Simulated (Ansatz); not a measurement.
Input file:

```yaml
crystal:
  periodic: [false, false, false]
  atoms:
    - {symbol: Si, position_ang: [0.000000, 0.000000, 0.000000]}
    - {symbol: Al, position_ang: [0.000000, 0.000000, 1.959000]}
basis:
  gaussian: {orbitals: cc-pVDZ}
magnetization: {spin_polarized: false, initial_magnetization: 3}
correlation: {method: sc_nevpt2, electrons: all, active_space: {window: {electrons: 3, orbitals: 8}}}
output: {forces: true}
```

```sh
$ ansatz run in.yaml --threads 1 --pin off --events-out ev --progress --plain --max-ram 2393MiB
```

The program prints:

```
367 factors; integrals over basis functions are off by at most 1.0e-3 eV
mean field evaluation 1: about -14441.0535 eV, gradient 4.4e0 eV
mean field evaluation 2: about -14441.2022 eV, gradient 4.9e0 eV
mean field evaluation 4: about -14441.4789 eV, gradient 6.5e-1 eV
mean field evaluation 8: about -14441.4922 eV, gradient 2.0e-1 eV
mean field evaluation 16: about -14441.4996 eV, gradient 4.4e-6 eV
mean field evaluation 32: about -14440.5322 eV, gradient 4.2e0 eV
mean field -14441.49960310 eV, -530.7153216137 hartree, gradient 4.4e-6 eV, S^2 3.750000; 6 other end points of the search recorded, 0 dependent functions left out
reference -14441.49960310 eV, -530.7153216137 hartree; 15, 12 occupied and 21, 24 virtual orbitals, 367 factors
state -14441.77589163 eV, -530.7254750303 hartree
state -14441.77589163 eV, -530.7254750303 hartree; corrected -14444.71723249 eV, -530.8335673131 hartree
the calculation of the forces begins
Total energy: -14444.71723249 eV, -530.8335673131 hartree
Atom 0 at     0.000000     0.000000     0.000000 Å, force     0.000000    -0.000000    -9.937252 eV/Å
Atom 1 at     0.000000     0.000000     1.959000 Å, force    -0.000000     0.000000     9.937252 eV/Å
Dipole moment:     0.000000     0.000000     0.045533 e Å
```

Forces (eV/Å):
```
Si   0.000  0.000 -9.937
Al   0.000  0.000  9.937
```

Ran on 1 thread of Arm Neoverse V1, shared host: 2.7 s wall, 0.08 GiB peak host memory.
